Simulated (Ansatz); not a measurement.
This was printed by a script on Ansatz 0.2.0 through its Python package, for a ladder of methods at one geometry of C4H6O, SMILES O=C1CCC1. What did the script look like? Use (for the species named): LDA, def2-SVP basis, multiplicity 1. The script varies functional: lda, r2scan, lc_wpbe, hf, pbe, hse06.

```yaml
atoms:
  - { symbol: O, position_ang: [2.2438, -0.4071, -0.6438] }
  - { symbol: C, position_ang: [1.1157, -0.1714, -0.2693] }
  - { symbol: C, position_ang: [0.1189, 0.9776, -0.5187] }
  - { symbol: C, position_ang: [-0.9707, 0.0490, 0.0701] }
  - { symbol: C, position_ang: [0.1070, -0.9093, 0.6328] }
  - { symbol: H, position_ang: [0.3361, 1.8685, 0.0766] }
  - { symbol: H, position_ang: [-0.0143, 1.2449, -1.5687] }
  - { symbol: H, position_ang: [-1.6120, 0.5137, 0.8249] }
  - { symbol: H, position_ang: [-1.6091, -0.4123, -0.6923] }
  - { symbol: H, position_ang: [0.3192, -0.7893, 1.6986] }
  - { symbol: H, position_ang: [-0.0346, -1.9641, 0.3897] }
```

```console
$ python methods_c4h6o.py
functional    E (Ha)        dipole (D)   HOMO (eV)  LUMO (eV)
lda           -229.061484     2.714      -5.624     -1.906
r2scan        -230.919114     2.807      -5.862     -1.522
lc_wpbe       -230.916814     2.873      -9.792      1.869
hf            -229.619864     3.366     -10.932      3.547
pbe           -230.771108     2.619      -5.498     -1.714
hse06         -230.778970     2.843      -6.689     -1.012
```

The script that was run (others could print the same):

`methods_c4h6o.py`
```python
# -*- coding: utf-8 -*-
"""One geometry of C4H6O, method by method."""

from pathlib import Path

import ansatz
import numpy as np


def main():
    geometry_ang = [
        ("O", (2.2438, -0.4071, -0.6438)),
        ("C", (1.1157, -0.1714, -0.2693)),
        ("C", (0.1189, 0.9776, -0.5187)),
        ("C", (-0.9707, 0.049, 0.0701)),
        ("C", (0.107, -0.9093, 0.6328)),
        ("H", (0.3361, 1.8685, 0.0766)),
        ("H", (-0.0143, 1.2449, -1.5687)),
        ("H", (-1.612, 0.5137, 0.8249)),
        ("H", (-1.6091, -0.4123, -0.6923)),
        ("H", (0.3192, -0.7893, 1.6986)),
        ("H", (-0.0346, -1.9641, 0.3897)),
    ]
    c4h6o = ansatz.Crystal.molecule()
    for symbol, xyz in geometry_ang:
        c4h6o = c4h6o.atom(symbol, xyz)

    job = c4h6o.calculation().basis(gaussian="def2-SVP")

    print("functional    E (Ha)        dipole (D)   HOMO (eV)  LUMO (eV)")
    for name in ["lda", "r2scan", "lc_wpbe", "hf", "pbe", "hse06"]:
        report = job.functional(name).forces().orbitals().run(threads=1, backend="cpu", runs_dir="runs").report
        lines = Path(report["orbitals_path"]).read_text().splitlines()
        field_of = lambda key: [line.split("=")[1].strip() for line in lines if line.startswith(key)]
        orbitals = [(27.211386 * float(e), s, float(n)) for e, s, n in zip(field_of("Ene="), field_of("Spin="), field_of("Occup="))]
        homo = max(e for e, _, n in orbitals if n > 0.5)
        lumo = min(e for e, _, n in orbitals if n < 0.5)
        dipole = 4.803205 * np.linalg.norm(report["charge_distribution"]["dipole_moment_e_ang"])
        print(f"{name:10s} {report['free_energy_ev'] / 27.211386246:14.6f} {dipole:9.3f} {homo:11.3f} {lumo:10.3f}")


if __name__ == "__main__":
    main()
```

What to keep in mind:
- Total energies depend on the basis set; only differences at equal settings carry meaning.
- The geometry is a force-field or estimated start, not a minimum of this method, and the basis set is short of its limit. A lower total doesn't mark the better method: functionals have no common bound, and MP2 and coupled cluster aren't variational.
- Levels such as HOMO and LUMO are orbital energies: with these approximate functionals they aren't the ionisation energy and electron affinity, and their gap isn't the fundamental gap.
- hse06 follows the composition of plane-wave codes, whose totals differ by tens of mHa, up to about 0.1 Ha, from the form usual in Gaussian-basis programs (wpbeh).
- The whole script took 21 s on 1 thread of Arm Neoverse V1 (shared host), peak memory 0.28 GiB.
